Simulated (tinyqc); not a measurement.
Inside a calculation. Method: UHF in the sto-3g basis, for CH2, spin multiplicity 3. One step of it, computed by the program tinyqc.

Task: Iteration 2: building the Fock matrix. J_ij = sum D_kl (ij|kl) with D = D(alpha) + D(beta), K_ij = sum D_kl (ik|jl) for each spin; F = H + J - K(s); E = tr D H + tr D J / 2 - 0.5 sum_s tr D(s) K(s) + E_nn.

D(alpha) after iteration 1:
```
            1C 1s      1C 2s    1C 2px     1C 2py     1C 2pz      2H 1s      3H 1s
1C 1s    1.053241  -0.209762  0.000000   0.000000   0.071439  -0.030348  -0.030348
1C 2s   -0.209762   0.886839  0.000000   0.000000  -0.346267   0.022719   0.022719
1C 2px   0.000000   0.000000  1.000000   0.000000   0.000000   0.000000   0.000000
1C 2py   0.000000   0.000000  0.000000   0.308233   0.000000   0.246003  -0.246003
1C 2pz   0.071439  -0.346267  0.000000   0.000000   0.608342   0.230656   0.230656
2H 1s   -0.030348   0.022719  0.000000   0.246003   0.230656   0.318565  -0.074109
3H 1s   -0.030348   0.022719  0.000000  -0.246003   0.230656  -0.074109   0.318565
```

D(beta) after iteration 1:
```
            1C 1s      1C 2s    1C 2px     1C 2py     1C 2pz      2H 1s      3H 1s
1C 1s    1.020634  -0.071119  0.000000   0.000000  -0.044407  -0.069655  -0.069655
1C 2s   -0.071119   0.300854  0.000000   0.000000   0.142362   0.178794   0.178794
1C 2px   0.000000   0.000000  0.000000   0.000000   0.000000   0.000000   0.000000
1C 2py   0.000000   0.000000  0.000000   0.242319   0.000000   0.240856  -0.240856
1C 2pz  -0.044407   0.142362  0.000000   0.000000   0.067480   0.084898   0.084898
2H 1s   -0.069655   0.178794  0.000000   0.240856   0.084898   0.346405  -0.132399
3H 1s   -0.069655   0.178794  0.000000  -0.240856   0.084898  -0.132399   0.346405
```

core Hamiltonian H = T + V (hartree):
```
             1C 1s      1C 2s     1C 2px     1C 2py     1C 2pz      2H 1s      3H 1s
1C 1s   -18.683480  -4.507074   0.000000   0.000000  -0.017792  -0.997025  -0.997025
1C 2s    -4.507074  -5.619460   0.000000   0.000000  -0.186678  -2.266849  -2.266849
1C 2px    0.000000   0.000000  -4.495446   0.000000   0.000000   0.000000   0.000000
1C 2py    0.000000   0.000000   0.000000  -4.647283   0.000000  -1.537463   1.537463
1C 2pz   -0.017792  -0.186678   0.000000   0.000000  -4.573513  -1.148594  -1.148594
2H 1s    -0.997025  -2.266849   0.000000  -1.537463  -1.148594  -3.468133  -0.689851
3H 1s    -0.997025  -2.266849   0.000000   1.537463  -1.148594  -0.689851  -3.468133
```

Two-electron integrals (ij|kl) in chemists' order, unique and non-zero (hartree):
```
(11|11) 3.541948    (21|11) 0.576921    (21|21) 0.111888    (22|11) 0.854682
(22|21) 0.205284    (22|22) 0.624709    (31|31) 0.020296    (32|31) 0.030858
(32|32) 0.137996    (33|11) 0.852436    (33|21) 0.205335    (33|22) 0.624568
(33|33) 0.672833    (41|41) 0.020296    (42|41) 0.030858    (42|42) 0.137996
(43|43) 0.036269    (44|11) 0.852436    (44|21) 0.205335    (44|22) 0.624568
(44|33) 0.600295    (44|44) 0.672833    (51|51) 0.020296    (52|51) 0.030858
(52|52) 0.137996    (53|53) 0.036269    (54|54) 0.036269    (55|11) 0.852436
(55|21) 0.205335    (55|22) 0.624568    (55|33) 0.600295    (55|44) 0.600295
(55|55) 0.672833    (61|11) 0.127147    (61|21) 0.024510    (61|22) 0.044886
(61|33) 0.044731    (61|41) 0.001219    (61|42) 0.002269    (61|44) 0.045047
(61|51) 0.000874    (61|52) 0.001627    (61|54) 0.000227    (61|55) 0.044894
(61|61) 0.005491    (62|11) 0.303580    (62|21) 0.073883    (62|22) 0.247216
(62|33) 0.241302    (62|41) 0.005719    (62|42) 0.039324    (62|44) 0.252868
(62|51) 0.004101    (62|52) 0.028197    (62|54) 0.008294    (62|55) 0.247249
(62|61) 0.016884    (62|62) 0.127999    (63|31) 0.007531    (63|32) 0.039660
(63|43) 0.007703    (63|53) 0.005523    (63|63) 0.015781    (64|11) 0.209735
(64|21) 0.051706    (64|22) 0.183453    (64|33) 0.174198    (64|41) 0.011022
(64|42) 0.066762    (64|44) 0.197636    (64|51) 0.002503    (64|52) 0.019433
(64|54) 0.011283    (64|55) 0.178328    (64|61) 0.012375    (64|62) 0.112839
(64|64) 0.113454    (65|11) 0.150389    (65|21) 0.037076    (65|22) 0.131543
(65|33) 0.124907    (65|41) 0.002503    (65|42) 0.019433    (65|44) 0.130667
(65|51) 0.009326    (65|52) 0.053594    (65|54) 0.011833    (65|55) 0.138915
(65|61) 0.008873    (65|62) 0.080911    (65|64) 0.070036    (65|65) 0.065999
(66|11) 0.452475    (66|21) 0.112005    (66|22) 0.425829    (66|33) 0.403192
(66|41) 0.010962    (66|42) 0.100983    (66|44) 0.447705    (66|51) 0.007861
(66|52) 0.072409    (66|54) 0.031918    (66|55) 0.426078    (66|61) 0.025978
(66|62) 0.278001    (66|64) 0.270773    (66|65) 0.194156    (66|66) 0.774606
(71|11) 0.127147    (71|21) 0.024510    (71|22) 0.044886    (71|33) 0.044731
(71|41) -0.001219   (71|42) -0.002269   (71|44) 0.045047    (71|51) 0.000874
(71|52) 0.001627    (71|54) -0.000227   (71|55) 0.044894    (71|61) 0.005332
(71|62) 0.015935    (71|64) 0.010612    (71|65) 0.008385    (71|66) 0.024063
(71|71) 0.005491    (72|11) 0.303580    (72|21) 0.073883    (72|22) 0.247216
(72|33) 0.241302    (72|41) -0.005719   (72|42) -0.039324   (72|44) 0.252868
(72|51) 0.004101    (72|52) 0.028197    (72|54) -0.008294   (72|55) 0.247249
(72|61) 0.015935    (72|62) 0.093892    (72|64) 0.059115    (72|65) 0.057803
(72|66) 0.160958    (72|71) 0.016884    (72|72) 0.127999    (73|31) 0.007531
(73|32) 0.039660    (73|43) -0.007703   (73|53) 0.005523    (73|63) 0.010905
(73|73) 0.015781    (74|11) -0.209735   (74|21) -0.051706   (74|22) -0.183453
(74|33) -0.174198   (74|41) 0.011022    (74|42) 0.066762    (74|44) -0.197636
(74|51) -0.002503   (74|52) -0.019433   (74|54) 0.011283    (74|55) -0.178328
(74|61) -0.010612   (74|62) -0.059115   (74|64) -0.027351   (74|65) -0.035662
(74|66) -0.092984   (74|71) -0.012375   (74|72) -0.112839   (74|74) 0.113454
(75|11) 0.150389    (75|21) 0.037076    (75|22) 0.131543    (75|33) 0.124907
(75|41) -0.002503   (75|42) -0.019433   (75|44) 0.130667    (75|51) 0.009326
(75|52) 0.053594    (75|54) -0.011833   (75|55) 0.138915    (75|61) 0.008385
(75|62) 0.057803    (75|64) 0.035662    (75|65) 0.045765    (75|66) 0.105390
(75|71) 0.008873    (75|72) 0.080911    (75|74) -0.070036   (75|75) 0.065999
(76|11) 0.084916    (76|21) 0.020774    (76|22) 0.072772    (76|33) 0.070627
(76|44) 0.072631    (76|51) 0.001862    (76|52) 0.013944    (76|55) 0.074985
(76|61) 0.004654    (76|62) 0.034683    (76|64) 0.026440    (76|65) 0.024052
(76|66) 0.071787    (76|71) 0.004654    (76|72) 0.034683    (76|74) -0.026440
(76|75) 0.024052    (76|76) 0.011547    (77|11) 0.452475    (77|21) 0.112005
(77|22) 0.425829    (77|33) 0.403192    (77|41) -0.010962   (77|42) -0.100983
(77|44) 0.447705    (77|51) 0.007861    (77|52) 0.072409    (77|54) -0.031918
(77|55) 0.426078    (77|61) 0.024063    (77|62) 0.160958    (77|64) 0.092984
(77|65) 0.105390    (77|66) 0.282022    (77|71) 0.025978    (77|72) 0.278001
(77|74) -0.270773   (77|75) 0.194156    (77|76) 0.071787    (77|77) 0.774606
```

nuclear repulsion = 5.81475181 hartree

Give: Coulomb J; exchange K(alpha); exchange K(beta); F(alpha); F(beta); total energy of this density.

Result:

Coulomb J (hartree):
```
         1C 1s  1C 2s  1C 2px  1C 2py  1C 2pz  2H 1s   3H 1s
1C 1s   11.293  2.172   0.000   0.000   0.018  0.478   0.478
1C 2s    2.172  5.031   0.000   0.000   0.164  2.033   2.033
1C 2px   0.000  0.000   4.984   0.000   0.000  0.000   0.000
1C 2py   0.000  0.000   0.000   5.072   0.000  1.519  -1.519
1C 2pz   0.018  0.164   0.000   0.000   5.019  1.132   1.132
2H 1s    0.478  2.033   0.000   1.519   1.132  3.673   0.605
3H 1s    0.478  2.033   0.000  -1.519   1.132  0.605   3.673
```

exchange K(alpha) (hartree):
```
        1C 1s   1C 2s  1C 2px  1C 2py  1C 2pz  2H 1s   3H 1s
1C 1s   3.618   0.647   0.000   0.000   0.004  0.148   0.148
1C 2s   0.647   0.996   0.000   0.000  -0.047  0.447   0.447
1C 2px  0.000   0.000   0.861   0.000   0.000  0.000   0.000
1C 2py  0.000   0.000   0.000   0.682   0.000  0.329  -0.329
1C 2pz  0.004  -0.047   0.000   0.000   0.766  0.240   0.240
2H 1s   0.148   0.447   0.000   0.329   0.240  0.621   0.132
3H 1s   0.148   0.447   0.000  -0.329   0.240  0.132   0.621
```

exchange K(beta) (hartree):
```
        1C 1s  1C 2s  1C 2px  1C 2py  1C 2pz  2H 1s   3H 1s
1C 1s   3.559  0.600   0.000   0.000   0.002  0.135   0.135
1C 2s   0.600  0.583   0.000   0.000   0.255  0.388   0.388
1C 2px  0.000  0.000   0.113   0.000   0.000  0.000   0.000
1C 2py  0.000  0.000   0.000   0.548   0.000  0.315  -0.315
1C 2pz  0.002  0.255   0.000   0.000   0.240  0.226   0.226
2H 1s   0.135  0.388   0.000   0.315   0.226  0.612   0.110
3H 1s   0.135  0.388   0.000  -0.315   0.226  0.110   0.612
```

F(alpha) (hartree):
```
          1C 1s   1C 2s  1C 2px  1C 2py  1C 2pz   2H 1s   3H 1s
1C 1s   -11.008  -2.981   0.000   0.000  -0.004  -0.667  -0.667
1C 2s    -2.981  -1.585   0.000   0.000   0.024  -0.680  -0.680
1C 2px    0.000   0.000  -0.372   0.000   0.000   0.000   0.000
1C 2py    0.000   0.000   0.000  -0.258   0.000  -0.347   0.347
1C 2pz   -0.004   0.024   0.000   0.000  -0.320  -0.257  -0.257
2H 1s    -0.667  -0.680   0.000  -0.347  -0.257  -0.417  -0.216
3H 1s    -0.667  -0.680   0.000   0.347  -0.257  -0.216  -0.417
```

F(beta) (hartree):
```
          1C 1s   1C 2s  1C 2px  1C 2py  1C 2pz   2H 1s   3H 1s
1C 1s   -10.949  -2.935   0.000   0.000  -0.002  -0.654  -0.654
1C 2s    -2.935  -1.172   0.000   0.000  -0.278  -0.621  -0.621
1C 2px    0.000   0.000   0.376   0.000   0.000   0.000   0.000
1C 2py    0.000   0.000   0.000  -0.124   0.000  -0.334   0.334
1C 2pz   -0.002  -0.278   0.000   0.000   0.206  -0.243  -0.243
2H 1s    -0.654  -0.621   0.000  -0.334  -0.243  -0.407  -0.195
3H 1s    -0.654  -0.621   0.000   0.334  -0.243  -0.195  -0.407
```

total energy of this density = -38.41848 hartree
